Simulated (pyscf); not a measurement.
H₂Sb–SbH₂ (SMILES [SbH2][SbH2]) → HSb=SbH (SMILES [SbH]=[SbH]) + H₂ (SMILES [H][H]), an elimination (singlet surface; H–Sb, H–Sb broken, H–H formed). Optimised with ωB97X-D3(BJ)/def2-SVP in PySCF. Energies in kcal/mol from the reactant's lowest minimum found.

Small-basis levels: PySCF, no dispersion term, spherical d functions. AM1 to PM7: differences of heats of formation from MOPAC, which are fitted to 298 K values and so differ in kind from electronic energies by zero-point and thermal terms. Cost: rough CPU time at the saddle relative to B3LYP/6-31G*+LANL2DZ, from one job on a shared machine.

```csv
level,barrier,reaction energy,cost
BP86/6-31G*+LANL2DZ,51.1,+10.2,1.0
PBE/6-31G*+LANL2DZ,50.6,+11.1,1
B3LYP/LANL2DZ,57.4,+12.2,1
M06-2X/6-31G*+LANL2DZ,59.3,+13.2,2
B3LYP/6-311+G**+LANL2DZ,58.1,+14.7,1
B3LYP/def2-SVP,53.1,+11.8,2
AM1,26.8,+2.1,under 0.02
PM6,84.9,-2.8,under 0.02
PM7,35.5,-27.8,under 0.02
ωB97M-D3(BJ)/def2-TZVP,59.8,+16.3,–
```

Against the last row the barrier runs from -33.0 (AM1) to +25.1 kcal/mol (PM6). ωB97M-D3(BJ)/def2-TZVP has limits of its own. The same reactants have a lower exit, to SbH₂• + SbH₂• (no saddle counted: cutting one bond costs +40.7 kcal/mol at ωB97M-D3(BJ)/def2-TZVP, against +59.8 kcal/mol here). This is the saddle that the search found; another between the same sides may lie lower. 2 of the closed-shell references are unstable towards spin polarisation; treat their single-reference values with care. In the def2 sets elements past Kr carry core potentials, without spin-orbit coupling.
